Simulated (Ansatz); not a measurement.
What a trial cell of Co2Ru relaxes into

The calculation used DFT PBE, scalar-relativistic, plane waves, PAW in Ansatz. Cutoff 420 eV, Γ-centred k mesh, Gaussian smearing, collinear spin, first started from parallel moments.

The start puts Co2Ru on the fluorite structure type (Fm-3m, No. 225), with Ru in place of Ca, Co in place of F, at a guessed volume.

```
CELL_PARAMETERS angstrom
0.00000 2.52853 2.52853
2.52853 0.00000 2.52853
2.52853 2.52853 0.00000
ATOMIC_POSITIONS crystal
Co 0.25000 0.25000 0.25000
Co 0.75000 0.75000 0.75000
Ru 0.00000 0.00000 0.00000
```

Cell and atoms relax at zero pressure; the relaxation can't lower the symmetry of the start. After a coarse first stage the cell is made exact in the group found at 0.06 Å.

The zero of energy is the elements' standard structures at the same level; no fitted shifts are applied.

(1) What does it relax into?

(2) What are its volume, energy, gap and moment?

## Answers

(1) It keeps Fm-3m (No. 225). The result has the fluorite structure. Conventional cell: a = 5.542 Å. Co is coordinated by 4 Ru at 2.40 Å and 6 Co at 2.77 Å; Ru has 8 Co at 2.40 Å.

```
Co Ru
1.0
     0.00000    2.77091    2.77091
     2.77091    0.00000    2.77091
     2.77091    2.77091    0.00000
Co Ru
2 1
Cartesian
  1.3855 1.3855 1.3855
  4.1564 4.1564 4.1564
  0.0000 0.0000 0.0000
```

(2) The volume per atom is 14.18 Å³ and the density is 8.54 g/cm³. The energy over the elements is 0.76 eV/atom. The gap on the 14×14×14 mesh is 0 eV (a metal). The net moment per atom is 0.76 μB. The largest site moment is 0.97 μB.

The final run used a 14×14×14 mesh on its 3-atom cell and 0.10 eV smearing. The k mesh leaves about 4 meV/atom of noise in metals. A structure relaxed within its symmetry needn't be a true minimum.

Cost: 3 runs of about 3 core-minutes in all, on Intel Xeon Processor @ 2.50GHz (Skylake/Cascade Lake) (shared hosts).